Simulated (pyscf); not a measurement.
Structures and frequencies: ωB97X-D3(BJ)/def2-SVP in PySCF. Correlated levels are frozen-core, on RHF or UHF. ΔMP2 is the change of the MP2 total energy from the triple- to the quadruple-zeta basis.

SMILES: CC(Cl)=CCl
```xyz
9

C     -1.2774    -1.0947    -0.8915
C      0.0622    -0.5330    -0.5359
Cl     0.1630     1.2057    -0.5912
C      1.1640    -1.2029    -0.1892
Cl     1.2215    -2.9272    -0.0897
H     -2.0443    -0.7011    -0.2063
H     -1.2633    -2.1903    -0.8305
H     -1.5540    -0.7900    -1.9129
H      2.1014    -0.7000     0.0541
```

Q: How much does it cost (ΔH, 298 K, CCSD(T)/def2-TZVPP + ΔMP2(QZVPP)) to split H₃C–C(Cl)=CH–Cl (SMILES CC(Cl)=CCl) at its C–Cl bond into H₃C–C•=CH–Cl + Cl•?

A: C–Cl to H₃C–C•=CH–Cl + Cl•: 4.00 eV. The radicals are drawn with the spin at the cut bond; how far it spreads was not checked. H₃C–C•=CH–Cl lies 0.92 eV over its isomer •H₂C–CH=CH–Cl, and others may lie lower still (electronic energy, ωB97M-D3(BJ)). The CCSD(T) − MP2 part came from Ansatz, without density fitting, on the same reference. A UHF reference is spin-contaminated (<S²> up to 0.95), which harms MP2 most. Left out: the spin-orbit lowering of Cl.
